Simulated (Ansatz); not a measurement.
C3H5N can be A, `C=C=NC`, or B, `NC1C=C1`.

Computed with Ansatz on PBE0-D4/def2-TZVP structures; ΔE is electronic, products minus reactants. CCSD(T)/CBS adds triple-zeta CCSD(T) − MP2 to the extrapolated MP2 energy (def2 sets, frozen cores). DFT in def2-TZVPP. B3LYP here is the variant with VWN-RPA as its local correlation; programs differ in this. Each species was taken in one conformer, which may not be the lowest.

Task: Which isomer does CCSD(T)/CBS put lower? Give the gap. (Best estimate.)

Result: Ansatz gave: A, by 104.7 kJ/mol.

Task: Give E(B) − E(A) in kJ/mol with B3LYP, HF/def2-TZVPP, LDA (SPW92), CCSD(T)/def2-TZVPP, CCSD/def2-TZVPP, r2SCAN-D4, ωB97M-V. (An estimate is asked.)

Result: Computed: B3LYP 133.1, HF/def2-TZVPP 130.6, LDA (SPW92) 103.5, CCSD(T)/def2-TZVPP 111.9, CCSD/def2-TZVPP 110.9, r2SCAN-D4 122.1, ωB97M-V 109.8. None reverses the order clearly.

Task: Does the order hold for the free energy at 298.15 K (harmonic terms from PBE0-D4)? (Best estimate.)

Result: The calculation gave: Yes: G(B) − G(A) = +109.5 kJ/mol, for one conformer each.

Largest T1 diagnostic: 0.014.

From BLYP to BHLYP (50 % exact exchange), in def2-TZVPP and without D4, E(B) − E(A) moves by −19.2 kJ/mol. In def2-TZVPP, CCSD(T) changes the Hartree–Fock value by −18.6 kJ/mol (the triples alone add +1.1 kJ/mol) and MP2 by −26.4 kJ/mol.
